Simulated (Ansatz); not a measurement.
# CH7NSi: the cost of one run

Program: Ansatz 0.2.0, Gaussian basis. Level of theory: PBE0-D4, def2-SVP first, then def2-TZVP. These are calculated values, not measurements.

114 further runs of the same task are left out: 114 set aside as unsound or not needed.

### Step 1. Where the work starts

The guess: 10 atoms, charge 0, spin multiplicity 1.

Atoms are counted from 1 here; the program's logs count them from 0.

Bond lengths: Si1–H3 1.472 Å, Si1–H4 1.505 Å, Si1–H5 1.476 Å, Si1–N6 1.854 Å, N6–C7 1.293 Å, N6–H8 1.008 Å, C7–H9 1.075 Å, C7–H10 1.085 Å. Angles: H3–Si1–H4 95.8°, H3–Si1–H5 157.0°, H3–Si1–N6 103.8°, H4–Si1–H5 95.9°, H4–Si1–N6 97.9°, H5–Si1–N6 94.1°, Si1–N6–C7 101.6°, Si1–N6–H8 116.2°, C7–N6–H8 116.3°, N6–C7–H9 117.6°, N6–C7–H10 123.1°, H9–C7–H10 117.3°.

Geometry (Å):

| atom | x (Å) | y (Å) | z (Å) |
| --- | --- | --- | --- |
| Si1 | -0.22950 | -1.07440 | -0.34250 |
| H2 | -0.29810 | 0.26170 | -1.49310 |
| H3 | 1.10480 | -1.35320 | -0.89790 |
| H4 | -0.25010 | -2.24780 | 0.60020 |
| H5 | -1.69000 | -0.86500 | -0.35790 |
| N6 | 0.08300 | 0.25360 | 0.91250 |
| C7 | 0.47290 | 1.23290 | 0.16320 |
| H8 | -0.67320 | 0.45120 | 1.54900 |
| H9 | 1.36740 | 1.09170 | -0.41550 |
| H10 | 0.11280 | 2.24930 | 0.28190 |

Distances that are to change: Si1–N6 1.85 Å, H2–C7 2.07 Å, Si1–H2 1.76 Å.

### Step 2. Constrained relaxation of the guess

hold/in.yaml reads:

```yaml
crystal:
  periodic: [false, false, false]
  atoms:
    - {symbol: Si, position_ang: [-0.229500, -1.074400, -0.342500]}
    - {symbol: H, position_ang: [-0.298100, 0.261700, -1.493100]}
    - {symbol: H, position_ang: [1.104800, -1.353200, -0.897900]}
    - {symbol: H, position_ang: [-0.250100, -2.247800, 0.600200]}
    - {symbol: H, position_ang: [-1.690000, -0.865000, -0.357900]}
    - {symbol: N, position_ang: [0.083000, 0.253600, 0.912500]}
    - {symbol: C, position_ang: [0.472900, 1.232900, 0.163200]}
    - {symbol: H, position_ang: [-0.673200, 0.451200, 1.549000]}
    - {symbol: H, position_ang: [1.367400, 1.091700, -0.415500]}
    - {symbol: H, position_ang: [0.112800, 2.249300, 0.281900]}
basis:
  gaussian: {orbitals: def2-SVP}
hamiltonian: {xc: pbe0, dispersion: d4}
relax: {f_tol: 0.04, max_steps: 150, escape_saddle: false, constraints: [{distance: [0, 5]}, {distance: [1, 6]}, {distance: [0, 1]}]}
```

The run is started by

```sh
$ ansatz run in.yaml --threads 2 --pin off --events-out ev --progress --plain --max-ram 4352MiB
```

**Question.** How long does this run take on 2 threads of Arm Neoverse V2, shared host?

About 19 s.
